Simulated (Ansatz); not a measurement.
## COF$_{2}$, singlet in 6-31G*: errors against RCCSDT(Q)

Geometry: MP2(full)/6-31G*, from the G2/97 set.

```json
{"atom": "O", "x (Å)": "0.0000", "y (Å)": "0.0000", "z (Å)": "1.3501"}
{"atom": "C", "x (Å)": "0.0000", "y (Å)": "0.0000", "z (Å)": "0.1637"}
{"atom": "F", "x (Å)": "0.0000", "y (Å)": "1.0695", "z (Å)": "-0.6202"}
{"atom": "F", "x (Å)": "0.0000", "y (Å)": "-1.0695", "z (Å)": "-0.6202"}
```

Basis 6-31G* (Cartesian d functions); Ansatz 0.2.0. Only valence electrons are correlated (noble-gas cores frozen), which leaves 24 electrons in 56 orbitals. Prefix R: restricted or restricted open-shell reference. Active spaces: valence = (18e, 13o, short of the full valence) chosen from the atoms' valence shells.

Full CI isn't at hand for all of this; RCCSDT(Q) serves as the reference, and is uncertain by about the last step of the cluster series.

- UHF ⟨S²⟩: 0.000
- T1 diagnostic (RCCSD): 0.0153
- largest doubles amplitude (RCCSD): 0.089

```tsv
level	E − E(RHF) (eV)
RMP2	-17.4795
RCCSD	-17.5294
RCCSD(T)	-18.0265
```

**Question.** Estimate how far RCCSDT(Q) in 6-31G* lies from RCCSD(T). The table doesn't fix it; the size of (T) and the diagnostics are the guide.

**Answer.** RCCSDT(Q) in 6-31G* lies 1.45 kcal/mol below RCCSD(T), which is 13 % of the (T) step (-11.46 kcal/mol). The diagnostics are small and the rest is a small part of (T), but (T) is large here. The miss exceeds 1 kcal/mol.

The other levels:

```tsv
level	E − E(RCCSDT(Q)) (kcal/mol)	share of correlation (%)	wall time
CISD	59.68	85.69	8 s
BCCD(T)	1.18	99.72	1.1 s
RCCSDT	1.14	99.73	–
CASSCF (valence space)	318.56	23.63	–
NEVPT2 (valence space)	35.93	91.39	3.2 s (H100)
MRCISD (valence space)	32.66	92.17	–
MRCISD+Q (valence space)	5.14	98.77	10 s (H100)
```

The correlation energy at RCCSDT(Q), counted from RHF, is -18.089 eV. That run took 3.5 s on 5 threads of AMD EPYC 7R13 with a whole H100 80 GB, shared host.

Times hold each run's SCF and search for its determinant on a shared host, so for small cases they say little of a method's own cost; rows without a card ran on 1 thread of AMD EPYC 7R13.

Natural occupations of CASSCF (valence space) about the gap: 1.984 1.984 1.976 1.975 1.951 0.060 0.034 0.033 0.021; effectively unpaired electrons, Σ n²(2−n)², 0.04.

Atomization energy (electronic, same basis, no zero-point term; atoms at the same level, unrestricted beside the R rows where the molecule is a closed shell, with restricted open-shell steps beyond CCSDT(Q)) at RCCSDT(Q): 1646.4 kJ/mol. Errors of other levels:

| level | error (kJ/mol) |
| --- | --- |
| RHF | -555.2 |
| RMP2 | 99.9 |
| CISD | -216.1 |
| RCCSD | -40.7 |
| RCCSD(T) | -3.8 |
| BCCD(T) | -2.2 |
| RCCSDT | -4.4 |

This basis is far from its limit, so the value isn't to be set against a measured one. Truncated CI isn't size-consistent, which counts against it in atomization.
